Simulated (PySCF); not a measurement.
A PySCF script (with the pyscf-properties extension) for the NMR shieldings of aluminum monochloride (SMILES [Al][Cl]), on a PBE0-D3(BJ)/def2-SVP geometry:

```python
import basis_set_exchange as bse
import numpy as np
from pyscf import gto, dft
from pyscf.prop import nmr

atoms = """
Al    1.077589   -0.032548    0.001467
Cl   -1.068693    0.020615   -0.021499
"""
names = dict.fromkeys(["Al", "Cl"], "pcSseg-1")
basis = {el: gto.basis.parse(bse.get_basis(n, elements=[el], fmt="nwchem")) for el, n in names.items()}
mol = gto.M(atom=atoms, basis=basis, charge=0, verbose=0)
mf = dft.RKS(mol, xc="PBE0")
mf.grids.level = 2
mf.grids.alignment = dft.numint.BLKSIZE   # the property module wants whole blocks of grid points
mf.conv_tol = 1e-9
mf.kernel()

calc = nmr.RKS(mf)   # GIAO
C = mf.mo_coeff
Co = C[:, mf.mo_occ > 0]
resp = mf.gen_response(singlet=True, hermi=2)
def vind(x):   # induced exchange potential for any number of trial vectors
    d = np.einsum("pi,xij,qj->xpq", C, 2 * x.reshape(-1, C.shape[1], Co.shape[1]), Co, optimize=True)
    return np.einsum("xpq,pi,qj->xij", resp(d - d.transpose(0, 2, 1)), C, Co, optimize=True).ravel()
mo1, _ = nmr.rhf.solve_mo1(calc, with_cphf=vind)
sigma = calc.kernel(mo1)
for i, s in enumerate(sigma):   # ppm
    w = np.linalg.eigvalsh((s + s.T) / 2)
    print("%2d %-2s iso %8.1f  s11 %8.1f  s22 %8.1f  s33 %8.1f" % (i, mol.atom_pure_symbol(i), w.mean(), *w))
```

Q: Give the expected output.

A: 
```
 0 Al iso    447.2  s11    273.7  s22    273.7  s33    794.2
 1 Cl iso    520.2  s11    204.5  s22    204.5  s33   1151.7
```

These numbers come from an equivalent density-fitted implementation of the same equations, which agrees with the script to about 0.01 ppm for H and up to a few tenths of a ppm for heavy atoms, so last digits may differ.

Q: Turn these shieldings into chemical shifts. Referencing at the same level of theory: AlH4- for $^{27}$Al (σref 489.28); $^{35}$Cl (σref 943.27) vs HCl.

A: Averaging equivalent atoms: Al 0: 42.1; Cl 1: 423 ppm. 

Size and cost of the density-fitted run: 48 basis functions, 4.6 s wall time on 1 thread of an Intel Xeon Platinum 8259CL, shared host; peak memory 0.28 GiB.
